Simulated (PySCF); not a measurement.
Zinc-blende MgTe (metastable phase), treated with PBE (PySCF, GTH pseudopotentials, Gaussian basis, DZ basis).

The same calculation (at the measured cell, 33.076 Å³/atom) with different numerical settings:

```json
[
 {"run": "1", "k mesh": "2×2×2", "gap on the mesh (eV)": "2.208", "total energy (eV/atom)": "-972.1588"},
 {"run": "2", "k mesh": "3×3×3", "gap on the mesh (eV)": "2.283", "total energy (eV/atom)": "-972.5777"},
 {"run": "3", "k mesh": "4×4×4", "gap on the mesh (eV)": "2.303", "total energy (eV/atom)": "-972.6405"}
]
```

In the column total energy (eV/atom) the first row differs from the last by +0.4817 and the next to last by +0.0628.

The last row is no converged limit: other settings stay fixed.

Spin–orbit coupling is not included.
